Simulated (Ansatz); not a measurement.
# Scan of [GeH₃···H···Cl], doublet

Starting geometry:

```xyz
6

Ge   -1.0510    0.0000    0.0000
H    -1.5625    1.4466    0.0000
H    -1.5625   -0.7233    1.2528
H    -1.5625   -0.7233   -1.2528
H     0.4833    0.0000    0.0000
Cl    2.2730    0.0000    0.0000
```

From there H5 is moved from one fragment to the other while all else, the fragments' distance too, stays fixed; atoms are numbered as listed. Energies are in kJ/mol, counted from the starting geometry at the same level. Kohn–Sham curves are unrestricted where that lies lower.

Basis cc-pVDZ; Ansatz 0.2.0. Only valence electrons are correlated (noble-gas cores and the filled d shells of p-block atoms frozen). Prefix R: restricted or restricted open-shell reference; prefix U: unrestricted. No spin–orbit coupling is included, and no scalar relativity.

In so small a basis the reference is far from its limit while semilocal and hybrid functionals are nearer theirs (RPA and double hybrids share much of the reference's basis error), so the functionals' errors here hold much of the reference's basis and frozen-core error, which can add to them or hide them.

Full CI isn't at hand for all of this; UCCSDT(Q) serves as the reference, and is uncertain by about the last step of the cluster series.

```
distance Ge1-H5 (Å)  UCCSDT(Q)    PBE  r2SCAN   PBE0  B3LYP  wB97X-V  wB97M-V  B2PLYP  RPA-PBE
              1.534        0.0    0.0     0.0    0.0    0.0      0.0      0.0     0.0      0.0
              1.597       -5.1   -9.7    -8.4   -8.0   -7.1     -6.2     -6.5    -6.3     -5.4
              1.723      -12.4  -22.3   -19.9  -18.7  -15.6    -14.0    -16.1   -14.4    -11.7
              1.848      -23.8  -31.2   -30.5  -28.9  -23.3    -23.3    -28.3   -24.1    -20.2
              1.974      -34.9  -33.2   -36.1  -34.9  -27.2    -30.6    -38.2   -31.7    -28.0
```
